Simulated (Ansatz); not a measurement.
This script makes vertical spin-state energies of C3H5OS (charge -1), SMILES CC(=S)C[O-] with the Ansatz DFT code, driven from Python.

Script `c3h5os.py`:
```python
"""Vertical spin-state energies of C3H5OS(-)."""

import ansatz as az
from rdkit import Chem
from rdkit.Chem import AllChem

BASIS_SET = "6-31G*"
XC = "pbe"
CHARGE = -1

# start geometry from RDKit
rd = Chem.AddHs(Chem.MolFromSmiles("CC(=S)C[O-]"))
AllChem.EmbedMolecule(rd, randomSeed=681)
AllChem.UFFOptimizeMolecule(rd)
geometry = az.Crystal.molecule()
for atom, xyz in zip(rd.GetAtoms(), rd.GetConformer().GetPositions()):
    geometry = geometry.atom(atom.GetSymbol(), xyz.round(5).tolist())

setup = (
    geometry.calculation()
    .basis(gaussian=BASIS_SET)
    .functional(XC)
    .charge(CHARGE)
    .accuracy("medium")
    .scf(lower_state_search="light")
)
found = {}
for unpaired in [0, 2]:
    summary = setup.spin("collinear", total=unpaired).run().report
    s = unpaired / 2
    found[unpaired] = summary["free_energy_ev"]
    print(f"2S+1 = {unpaired + 1}: E = {found[unpaired]:.5f} eV, <S^2> = {abs(summary['mean_field']['state']['spin_squared']):.3f} (pure state {s * (s + 1):.2f})")
lowest = min(found, key=found.get)
for unpaired, e in found.items():
    print(f"multiplicity {unpaired + 1}: {96.485332 * (e - found[lowest]):.1f} kJ/mol above the lowest")
```

Which spin state is lowest at this geometry, and how far above lie the others?

In order: multiplicity 1 (+0.00 eV) and multiplicity 3 (+1.31 eV), all at the one geometry.

The run itself:

```console
$ python c3h5os.py
2S+1 = 1: E = -16060.58979 eV, <S^2> = 0.000 (pure state 0.00)
2S+1 = 3: E = -16059.28192 eV, <S^2> = 2.004 (pure state 2.00)
multiplicity 1: 0.0 kJ/mol above the lowest
multiplicity 3: 126.2 kJ/mol above the lowest
```

Reading the output:
- The settings weren't tested for convergence.
- The geometry is a force-field or estimated start, not a minimum of this method, and the basis set is short of its limit. All parts are taken at fixed geometry, without zero-point energy.
- Anions want diffuse functions, which this basis lacks.
- Wall time of the script: 11 s on 1 thread of Intel(R) Xeon(R) 6975P-C (Granite Rapids), with other jobs on the host, peak memory 0.29 GiB.

(Lines on the test bed's own set-up are left out of the output.)
